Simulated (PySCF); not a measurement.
# SF5+: a look at the electrons, part 1 of 3

For SF5+, the scripts below compute its lowest excited states, see where an electron leaves and enters, localise its valence orbitals and analyse its density (charges, bond critical points, surface potential).

The runs use PySCF 2.14.0; levels as typed in each script, gas phase, geometry from GFN2-xTB.

**1. Where the work starts**

SMILES `F[S+](F)(F)(F)F`, 6 atoms, charge 1, spin multiplicity 1.

Bond lengths: F1–S2 1.549 Å, S2–F3 1.547 Å, S2–F4 1.547 Å, S2–F5 1.547 Å, S2–F6 1.549 Å. Angles: F1–S2–F3 90.0°, F1–S2–F4 90.0°, F1–S2–F5 90.0°, F1–S2–F6 180.0°, F3–S2–F4 120.0°, F3–S2–F5 120.0°, F3–S2–F6 90.0°, F4–S2–F5 120.0°, F4–S2–F6 90.0°, F5–S2–F6 90.0°.

Geometry (Å):

```
F     1.5494    0.0006    0.0007
S     0.0001   -0.0001    0.0000
F     0.0009   -1.4937   -0.4021
F     0.0001    1.0952   -1.0925
F    -0.0013    0.3987    1.4946
F    -1.5493   -0.0006   -0.0009
```

**2. Excited states (B3LYP/cc-pvdz)**

The input, input.py:

```python
import numpy as np
from pyscf import gto, scf, dft, tdscf
from pyscf.scf import atom_ks, atom_hf
from scipy.linalg import block_diag

def solve(mol, dm0=None, hcore=None):
    mf = (dft.UKS if mol.spin else dft.RKS)(mol, xc='b3lyp')
    mf.grids.level = 3
    mf = mf.density_fit(auxbasis='def2-universal-jkfit')
    mf.conv_tol, mf.max_cycle = 1e-8, 80
    if hcore is not None:
        mf.get_hcore = lambda *args: hcore
    mf.kernel(dm0)
    if not mf.converged:
        mf = mf.newton().run(mf.mo_coeff, mf.mo_occ, max_cycle=30)
    assert mf.converged, 'SCF not converged'
    return mf

mol = gto.M(atom='''
F      1.54942     0.00056     0.00074
S      0.00008    -0.00006     0.00003
F      0.00092    -1.49373    -0.40205
F      0.00012     1.09516    -1.09249
F     -0.00132     0.39869     1.49461
F     -1.54929    -0.00058    -0.00086
''', basis='cc-pvdz', charge=1, spin=0, verbose=4)
mf = solve(mol)
td = mf.TDDFT()
td.nstates, td.singlet, td.conv_tol = 5, True, 1e-5
td.kernel()
td.analyze()
x, y = np.array([p[0] for p in td.xy]), np.array([p[1] + 0 * p[0] for p in td.xy])
f, mu = td.oscillator_strength(), td.transition_dipole()
nto = [td.get_nto(state=i + 1, verbose=4) for i in range(len(td.e))]
# spherically averaged free atoms, for the promolecule
atm = atom_ks.get_atm_nrks(mol, xc='b3lyp')
pro = block_diag(*[(atm[a[0]][2] * atm[a[0]][3]) @ atm[a[0]][2].T for a in mol._atom])
np.savez('result.npz', e=td.e, f=f, ok=td.converged, w=[n[0] for n in nto], nto=[n[1] for n in nto], x=x, y=y, c=mf.mo_coeff, occ=mf.mo_occ, eps=mf.mo_energy, pro=pro, mu=mu)
```

Started as:

```bash
$ OMP_NUM_THREADS=1 python input.py
```

Standard output:

```text
[ENV] PYSCF_TMPDIR <dir>
[ENV] PYSCF_MAX_MEMORY 1650
[INPUT] verbose = 4
[INPUT] num. atoms = 6
[INPUT] num. electrons = 60
[INPUT] charge = 1
[INPUT] spin (= nelec alpha-beta = 2S) = 0
[INPUT] symmetry False subgroup None
[INPUT] Mole.unit = angstrom
[INPUT] Symbol           X                Y                Z      unit          X                Y                Z       unit  Magmom
[INPUT]  1 F      1.549420000000   0.000560000000   0.000740000000 AA    2.927979451924   0.001058246630   0.001398397332 Bohr   0.0
[INPUT]  2 S      0.000080000000  -0.000060000000   0.000030000000 AA    0.000151178090  -0.000113383567   0.000056691784 Bohr   0.0
[INPUT]  3 F      0.000920000000  -1.493730000000  -0.402050000000 AA    0.001738548035  -2.822740604047  -0.759764388381 Bohr   0.0
[INPUT]  4 F      0.000120000000   1.095160000000  -1.092490000000 AA    0.000226767135   2.069552462579  -2.064506893826 Bohr   0.0
[INPUT]  5 F     -0.001320000000   0.398690000000   1.494610000000 AA   -0.002494438484   0.753414908603   2.824403563036 Bohr   0.0
[INPUT]  6 F     -1.549290000000  -0.000580000000  -0.000860000000 AA   -2.927733787527  -0.001096041152  -0.001625164467 Bohr   0.0

nuclear repulsion = 425.442875324479
number of shells = 30
number of NR pGTOs = 171
number of NR cGTOs = 88
basis = cc-pvdz
ecp = {}

******** <class 'pyscf.df.df_jk.DFRKS'> ********
method = DFRKS
initial guess = minao
damping factor = 0
level_shift factor = 0
DIIS = <class 'pyscf.scf.diis.CDIIS'>
diis_start_cycle = 1
diis_space = 8
diis_damp = 0
SCF conv_tol = 1e-08
SCF conv_tol_grad = None
SCF max_cycles = 80
direct_scf = False
XC library pyscf.dft.libxc version 7.0.0
    S. Lehtola, C. Steigemann, M. J.T. Oliveira, and M. A.L. Marques.,  SoftwareX 7, 1–5 (2018)
XC functionals = b3lyp
    P. J. Stephens, F. J. Devlin, C. F. Chabalowski, and M. J. Frisch.,  J. Phys. Chem. 98, 11623 (1994)
radial grids:
    Treutler-Ahlrichs [JCP 102, 346 (1995); DOI:10.1063/1.469408] (M4) radial grids

becke partition: Becke, JCP 88, 2547 (1988); DOI:10.1063/1.454033
pruning grids: <function nwchem_prune at 0x7b9ae2b97600>
grids dens level: 3
symmetrized grids: False
atomic radii adjust function: <function treutler_atomic_radii_adjust at 0x7b9ae2b97ba0>
small_rho_cutoff = 0
Set gradient conv threshold to 0.0001
Initial guess from minao.
tot grids = 90192
******** <class 'pyscf.df.df.DF'> ********
auxbasis = def2-universal-jkfit
init E= -898.81378049823
  HOMO = -0.476132403219918  LUMO = -0.0935589855673413  gap/eV = 10.41035
cycle= 1 E= -896.526821535241  delta_E= 2.29  |g|= 1.37  |ddm|= 2.61
  HOMO = -0.679883891840872  LUMO = -0.459318144636283  gap/eV = 6.00190
cycle= 2 E= -895.91457599296  delta_E= 0.612  |g|= 2.39  |ddm|= 2.33
  HOMO = -0.727840881713099  LUMO = -0.398760520380261  gap/eV = 8.95473
cycle= 3 E= -896.889781747588  delta_E= -0.975  |g|= 0.0687  |ddm|= 1.45
  HOMO = -0.710072063628724  LUMO = -0.375027642855847  gap/eV = 9.11702
cycle= 4 E= -896.890362727308  delta_E= -0.000581  |g|= 0.0338  |ddm|= 0.0646
  HOMO = -0.715186480121294  LUMO = -0.379932854489321  gap/eV = 9.12272
cycle= 5 E= -896.890513552582  delta_E= -0.000151  |g|= 0.0112  |ddm|= 0.0227
  HOMO = -0.714997990598506  LUMO = -0.380098187356861  gap/eV = 9.11309
cycle= 6 E= -896.890533339903  delta_E= -1.98e-05  |g|= 0.00111  |ddm|= 0.00701
  HOMO = -0.715006128870497  LUMO = -0.380039079775111  gap/eV = 9.11492
cycle= 7 E= -896.890533547073  delta_E= -2.07e-07  |g|= 0.00013  |ddm|= 0.000752
  HOMO = -0.715012795440959  LUMO = -0.380055484805434  gap/eV = 9.11465
cycle= 8 E= -896.890533550396  delta_E= -3.32e-09  |g|= 3.25e-05  |ddm|= 9.88e-05
  HOMO = -0.715008999004871  LUMO = -0.380055850081785  gap/eV = 9.11454
Extra cycle  E= -896.890533550047  delta_E= 3.49e-10  |g|= 5.7e-05  |ddm|= 5.1e-05
converged SCF energy = -896.890533550047

******** <class 'pyscf.tdscf.rks.TDDFT'> for <class 'pyscf.df.df_jk.DFRKS'> ********
nstates = 5 singlet
deg_eia_thresh = 1.000e-03
wfnsym = None
conv_tol = 1e-05
eigh lindep = 1e-12
eigh level_shift = 0
eigh max_cycle = 100

Excitation energies (eV)
[7.41496669 7.41562199 8.15812543 8.15829603 8.76864447]

** Singlet excitation energies and oscillator strengths **
Excited State   1:      7.41497 eV    167.21 nm  f=0.0000
      30 -> 31       -0.70373
Excited State   2:      7.41562 eV    167.19 nm  f=0.0000
      29 -> 31        0.70373
Excited State   3:      8.15813 eV    151.98 nm  f=0.0076
      27 -> 31       -0.35395
      28 -> 31       -0.60331
Excited State   4:      8.15830 eV    151.97 nm  f=0.0076
      27 -> 31        0.60331
      28 -> 31       -0.35395
Excited State   5:      8.76864 eV    141.39 nm  f=0.0414
      26 -> 31       -0.70010

** Transition electric dipole moments (AU) **
state          X           Y           Z        Dip. S.      Osc.
  1        -0.0002     -0.0001      0.0002      0.0000      0.0000
  2        -0.0001      0.0001      0.0003      0.0000      0.0000
  3        -0.0002     -0.1311     -0.1441      0.0380      0.0076
  4        -0.0000      0.1442     -0.1312      0.0380      0.0076
  5        -0.4391     -0.0001     -0.0001      0.1928      0.0414

** Transition velocity dipole moments (imaginary part, AU) **
state          X           Y           Z        Dip. S.      Osc.
  1        -0.0000     -0.0000      0.0000      0.0000      0.0000
  2        -0.0000      0.0000      0.0001      0.0000      0.0000
  3        -0.0001     -0.0369     -0.0406      0.0030      0.0067
  4        -0.0000      0.0406     -0.0369      0.0030      0.0067
  5        -0.1380     -0.0000     -0.0000      0.0191      0.0394

** Transition magnetic dipole moments (imaginary part, AU) **
state          X           Y           Z
  1        -0.0003      0.3610      0.4740
  2         0.0000      0.4738     -0.3611
  3         0.0001      0.0007     -0.0005
  4        -0.0001      0.0006      0.0005
  5        -0.0000     -0.0001      0.0000
State 1: 7.41497 eV  NTO largest component 0.992739045546429
    occ-NTO: 0.999355 (MO #30)
    vir-NTO: 0.999231 (MO #31)
State 2: 7.41562 eV  NTO largest component 0.9927380040691618
    occ-NTO: 0.999357 (MO #29)
    vir-NTO: 0.999236 (MO #31)
State 3: 8.15813 eV  NTO largest component 0.9867227551402201
    occ-NTO: 0.503742 (MO #27) + 0.858638 (MO #28)
    vir-NTO: 0.999905 (MO #31)
State 4: 8.1583 eV  NTO largest component 0.9867210389818845
    occ-NTO: 0.858635 (MO #27) + -0.503741 (MO #28)
    vir-NTO: 0.999906 (MO #31)
State 5: 8.76864 eV  NTO largest component 0.9834718826528578
    occ-NTO: 0.997509 (MO #26)
    vir-NTO: 0.999926 (MO #31)
Spherically averaged atomic KS for {'S', 'F'}

******** <class 'pyscf.scf.atom_ks.AtomSphAverageRKS'> ********
method = AtomSphAverageRKS
initial guess = vsap
damping factor = 0
level_shift factor = 0
diis_start_cycle = 1
diis_space = 12
SCF conv_tol = 1e-09
SCF conv_tol_grad = None
SCF max_cycles = 50
direct_scf = True
direct_scf_tol = 1e-13
XC library pyscf.dft.libxc version 7.0.0
    S. Lehtola, C. Steigemann, M. J.T. Oliveira, and M. A.L. Marques.,  SoftwareX 7, 1–5 (2018)
XC functionals = b3lyp
    P. J. Stephens, F. J. Devlin, C. F. Chabalowski, and M. J. Frisch.,  J. Phys. Chem. 98, 11623 (1994)
radial grids:
    Treutler-Ahlrichs [JCP 102, 346 (1995); DOI:10.1063/1.469408] (M4) radial grids

becke partition: Becke, JCP 88, 2547 (1988); DOI:10.1063/1.454033
pruning grids: <function nwchem_prune at 0x7b9ae2b97600>
grids dens level: 3
symmetrized grids: False
atomic radii adjust function: <function treutler_atomic_radii_adjust at 0x7b9ae2b97ba0>
User specified grid scheme (100, 434)
small_rho_cutoff = 0
Set gradient conv threshold to 3.16228e-05
tot grids = 25232
init E= 325.803580807752
cycle= 1 E= 325.80301045749  delta_E= -0.00057  |g|=    0  |ddm|= 0.0519
cycle= 2 E= 325.802983718922  delta_E= -2.67e-05  |g|=    0  |ddm|= 0.0296
cycle= 3 E= 325.802866270897  delta_E= -0.000117  |g|=    0  |ddm|= 0.0149
cycle= 4 E= 325.802866203972  delta_E= -6.69e-08  |g|=    0  |ddm|= 0.00149
cycle= 5 E= 325.802865907745  delta_E= -2.96e-07  |g|=    0  |ddm|= 0.000749
cycle= 6 E= 325.802865907587  delta_E= -1.58e-10  |g|=    0  |ddm|= 7.26e-05
Extra cycle  E= 325.802865907459  delta_E= -1.29e-10  |g|=    0  |ddm|= 6.58e-05
Atomic HF for atom  F  converged. SCF energy = 325.802865907459

******** <class 'pyscf.scf.atom_ks.AtomSphAverageRKS'> ********
method = AtomSphAverageRKS
initial guess = vsap
damping factor = 0
level_shift factor = 0
diis_start_cycle = 1
diis_space = 12
SCF conv_tol = 1e-09
SCF conv_tol_grad = None
SCF max_cycles = 50
direct_scf = True
direct_scf_tol = 1e-13
XC library pyscf.dft.libxc version 7.0.0
    S. Lehtola, C. Steigemann, M. J.T. Oliveira, and M. A.L. Marques.,  SoftwareX 7, 1–5 (2018)
XC functionals = b3lyp
    P. J. Stephens, F. J. Devlin, C. F. Chabalowski, and M. J. Frisch.,  J. Phys. Chem. 98, 11623 (1994)
radial grids:
    Treutler-Ahlrichs [JCP 102, 346 (1995); DOI:10.1063/1.469408] (M4) radial grids

becke partition: Becke, JCP 88, 2547 (1988); DOI:10.1063/1.454033
pruning grids: <function nwchem_prune at 0x7b9ae2b97600>
grids dens level: 3
symmetrized grids: False
atomic radii adjust function: <function treutler_atomic_radii_adjust at 0x7b9ae2b97ba0>
User specified grid scheme (100, 434)
small_rho_cutoff = 0
Set gradient conv threshold to 3.16228e-05
tot grids = 23744
init E= 27.4034713047973
cycle= 1 E= 27.4023344231019  delta_E= -0.00114  |g|=    0  |ddm|= 0.066
cycle= 2 E= 27.4022998020188  delta_E= -3.46e-05  |g|=    0  |ddm|= 0.0242
cycle= 3 E= 27.4022862124995  delta_E= -1.36e-05  |g|=    0  |ddm|= 0.0132
cycle= 4 E= 27.4022843550482  delta_E= -1.86e-06  |g|=    0  |ddm|= 0.00622
cycle= 5 E= 27.4022834650921  delta_E= -8.9e-07  |g|=    0  |ddm|= 0.00311
cycle= 6 E= 27.402283388215  delta_E= -7.69e-08  |g|=    0  |ddm|= 0.00127
cycle= 7 E= 27.4022833513923  delta_E= -3.68e-08  |g|=    0  |ddm|= 0.000633
cycle= 8 E= 27.4022833482109  delta_E= -3.18e-09  |g|=    0  |ddm|= 0.000258
cycle= 9 E= 27.4022833466873  delta_E= -1.52e-09  |g|=    0  |ddm|= 0.000129
cycle= 10 E= 27.4022833465556  delta_E= -1.32e-10  |g|=    0  |ddm|= 5.24e-05
Extra cycle  E= 27.4022833465094  delta_E= -4.62e-11  |g|=    0  |ddm|= 3.11e-05
Atomic HF for atom  S  converged. SCF energy = 27.4022833465094
```

Run time: 1.8 min. Hardware: 1 thread of Intel Xeon Platinum 8259CL at 2.50GHz (Skylake/Cascade Lake), shared host; peak memory 0.55 GiB.

The free atoms at the end serve only for the promolecule density; their printed energies are not used.

**3. What the saved matrices give**

Full linear response singlet states:

```
state  energy (eV)      f  leading pair's weight
   S1         7.42  0.000                   0.99
   S2         7.42  0.000                   0.99
   S3         8.16  0.008                   0.99
   S4         8.16  0.008                   0.99
   S5         8.77  0.041                   0.98
```

(Continued in part 2 of 3.)
